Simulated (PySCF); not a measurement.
A made-up structure of SiH$_{2}$O$_{2}$, closed shell:

O1  (-0.999, 0.927, -0.651)
Si2  (-0.256, -0.343, 0.228)
O3  (0.301, 0.764, -0.810)
H4  (-1.490, -0.855, -0.387)
H5  (1.117, 1.215, -0.572)
(Å)

It is relaxed with PBE-D4/def2-SVP and then PBE0-D4/def2-TZVP (PySCF 2.14 with density fitting (its default auxiliary sets; JK sets also for MP2 and CCSD(T))). Atoms count as bonded within 1.22 times the sum of their covalent radii (H–H: 0.88 Å). The end point is not checked to be a true minimum.

Question: Does its bonding change? (A judgement: the text doesn't fix the answer.)

Answer: The calculation gives: No: no bond forms or breaks.

Where it ends: The first stage lowers the energy by 3.42 eV in 13 steps. It ends as SiH₂O₂ ([O]1[OH][SiH]1):
O1  (-0.846, 1.268, -0.432)
Si2  (-0.548, -0.223, 0.461)
O3  (0.329, 0.648, -1.045)
H4  (-1.265, -1.159, -0.513)
H5  (1.052, 1.216, -0.740)
(Å)

Labels in which every atom is bracketed show which atoms are joined, not bond orders.

For scale, one of the runs: PBE0-D4/def2-TZVP relaxation, 111 basis functions, launched by `OMP_NUM_THREADS=2 python run.py`. The run took 26 s on 2 CPU threads of an AMD EPYC 7B13 (shared host), with 1.1 GiB of host memory at its peak.
